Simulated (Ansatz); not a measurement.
Input file:

```yaml
crystal:
  periodic: [false, false, false]
  atoms:
    - {symbol: Al, position_ang: [0.000000, -0.618067, 0.625527]}
    - {symbol: O, position_ang: [0.000000, 0.622582, 1.860209]}
    - {symbol: Cl, position_ang: [0.000000, 0.189419, -1.315542]}
basis:
  gaussian: {orbitals: cc-pVDZ}
correlation: {active_space: {window: {electrons: 4, orbitals: 3}}}
accuracy: high
scf: {lower_state_search: off}
output: {forces: true}
```

```sh
$ ansatz run in.yaml --threads 1 --pin off --events-out ev --progress --plain --max-ram 2393MiB
```

The program prints:

```
these checks for a lower state are left out or cut short: stability, starts, cluster_reference, orbital_swaps, neighbouring_geometries, increment
1012 factors; integrals over basis functions are off by at most 3.1e-9 eV
mean field evaluation 1: about -21115.6574 eV, gradient 5.2e1 eV
mean field evaluation 2: about -21115.7730 eV, gradient 5.2e1 eV
mean field evaluation 4: about -21122.6522 eV, gradient 5.2e0 eV
mean field evaluation 8: about -21122.8769 eV, gradient 1.5e0 eV
mean field evaluation 16: about -21122.9176 eV, gradient 3.3e-4 eV
mean field -21122.91759251 eV, -776.2529038969 hartree, gradient 2.2e-8 eV, S^2 0.000000; 0 other end points of the search recorded, 0 dependent functions left out
reference -21122.91759251 eV, -776.2529038969 hartree; 19, 19 occupied and 31, 31 virtual orbitals, 1012 factors
state -21125.06554851 eV, -776.3318398240 hartree
the calculation of the forces begins
Total energy: -21125.06554851 eV, -776.3318398240 hartree
Atom 0 at     0.000000    -0.618067     0.625527 Å, force    -0.000000     1.077322     0.730655 eV/Å
Atom 1 at     0.000000     0.622582     1.860209 Å, force     0.000000    -0.874470    -0.221510 eV/Å
Atom 2 at     0.000000     0.189419    -1.315542 Å, force     0.000000    -0.202852    -0.509145 eV/Å
Dipole moment:     0.000000    -0.619256    -0.124700 e Å
Checks for a lower state left out: stability, starts, cluster_reference, orbital_swaps, neighbouring_geometries, increment
```

Natural occupations: 1.9993 1.5326 0.4681.

Forces (eV/Å):
```
Al   0.000  1.077  0.731
O    0.000 -0.874 -0.222
Cl   0.000 -0.203 -0.509
```

Ran on 1 thread of Intel Xeon, shared host: 7.5 s wall, 0.16 GiB peak host memory.
